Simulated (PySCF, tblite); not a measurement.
**C₄H₆, a complex of two parts: NMR shifts, interaction energy, infrared bands, spin-spin couplings and core binding energies**

An exercise on one series of results from a longer session: the logs are not shown, and one member is left open.

Programs: tblite 0.8.0 and PySCF 2.14.0. All values are calculated, for the isolated system unless a continuum is named. Atoms count from 0, parts from 1.

## Starting point

10 atoms, charge 0, multiplicity 1; geometry: rigid parts in contact. Parts: 1 = atoms 0–3, `C#C`, charge 0; 2 = atoms 4–9, `C=C`, charge 0.

The first run:

Job settings and geometry (Å):

```
{"job": {"kind": "dock", "xc": "GFN2-xTB", "basis": "xTB"}, "charge": 0, "multiplicity": 1, "parts": [{"atoms": "0-3", "charge": 0, "multiplicity": 1}, {"atoms": "4-9", "charge": 0, "multiplicity": 1}]}
C      0.571278    -0.042217     0.167950
C     -0.571163     0.042052    -0.168099
H      1.575779    -0.115787     0.463741
H     -1.575894     0.115951    -0.463592
C      1.587034    -3.378573    -0.933478
C      1.418320    -3.098900     0.341686
H      0.950797    -2.963860    -1.698174
H      2.369328    -4.036433    -1.275145
H      2.054488    -3.513645     1.106505
H      0.636021    -2.441140     0.683826
```

With the program's defaults for keys left out, this is: GFN2-xTB search for minima from random contacts, gas phase.

Command:

```bash
$ OMP_NUM_THREADS=1 python cluster_run.py task.json out
```

One launch serves the whole session: the jobs run in the order shown.

Among the steps run: Bringing the parts together with GFN2-xTB; Geometry optimisation at PBE0-D3(BJ)/def2-TZVPD; Shielding tensors: PBE0/pcSseg-2; Coupled-cluster interaction energy: CCSD(T) and MP2.

One table of the session follows, with a row left open; its other results are not shown here.

It belongs to the step «Coupled-cluster interaction energy: CCSD(T) and MP2». 

| method | interaction energy (kcal/mol) |
| --- | --- |
| HF/aug-cc-pVDZ | 0.22 |
| MP2/aug-cc-pVDZ | -1.23 |
| CCSD/aug-cc-pVDZ | -0.84 |
| CCSD(T)/aug-cc-pVDZ | -1.05 |
| HF/aug-cc-pVQZ | 0.24 |
| MP2/aug-cc-pVQZ | ? |
| SCS-MP2/aug-cc-pVQZ | -1.07 |
| MP2, extrapolated | -1.53 |
| CCSD(T), limit estimate | -1.36 |

Estimate the missing values for MP2/aug-cc-pVQZ.

The run gave: interaction energy (kcal/mol): -1.49. In the column «interaction energy (kcal/mol)» it lies between MP2, extrapolated (-1.53) and CCSD(T), limit estimate (-1.36).
